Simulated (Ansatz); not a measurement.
The same path of H2 + H5NSi (9 atoms, charge 0, multiplicity 1) was run twice with different band settings. Lost on the way: Si1–N2, H8–H9. Made: Si1–H8, N2–H9.

Level of theory: Ansatz, RKS PBE0-D4/def2-SVP.

Relaxed end points:

```xyz
9
Properties=species:S:1:pos:R:3
Si -0.294 0.526 0.039
N 0.045 -0.035 1.647
H -0.720 -0.370 2.223
H 0.712 0.476 2.215
H 1.010 0.729 -0.659
H -1.058 1.816 -0.063
H -1.102 -0.523 -0.652
H 1.721 -2.890 1.745
H 1.336 -2.232 1.685
```

```xyz
9
Properties=species:S:1:pos:R:3
Si 0.361 0.019 -0.445
N -0.007 -0.603 2.381
H -0.971 -0.858 2.591
H 0.219 0.188 2.983
H 0.548 0.343 -1.903
H 0.457 1.315 0.286
H -0.988 -0.604 -0.326
H 1.458 -0.923 -0.083
H 0.572 -1.380 2.697
```

Common settings: spring 5.0 eV/Å²; optimiser quadratic models (default); start path through a guess of the saddle point; force threshold 0.03 eV/Å; iteration limit 60; end points relaxed.

| run | movable images | climbing image |
| --- | --- | --- |
| 1 | 7 | yes |
| 2 | 8 | no |

What does each run give, and how far can it be trusted?

Run 1: converged after 22 iterations, highest image 1.810 eV above the first end. Neighbouring images differ by up to 1.4 eV, so the band resolves the path poorly. A vibrational analysis at the climbing image gives one clearly imaginary mode, 1347i cm⁻¹: a first-order saddle point.
Run 2: converged after 20 iterations, highest image 1.487 eV above the first end. No image climbed, so the highest image needn't sit at the top of the path.
The orbitals stay closed-shell, which can raise the energy where a bond breaks towards radicals; this wasn't checked here.
